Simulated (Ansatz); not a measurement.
Task: Name a neutral molecule of B, Si and H with size of the dipole moment (ωB97M-V/def2-TZVPP) between 0.40 and 0.70 D and LUMO energy (PBE0/def2-TZVPP) between -3.15 and -2.85 eV (Ansatz, PBE0-D4/def2-TZVP geometry).

Result: `[SiH3]B[SiH3]` (0.43 D, -2.88 eV). Other molecules can fit too; these were computed, each in one conformer that needn't be the lowest.
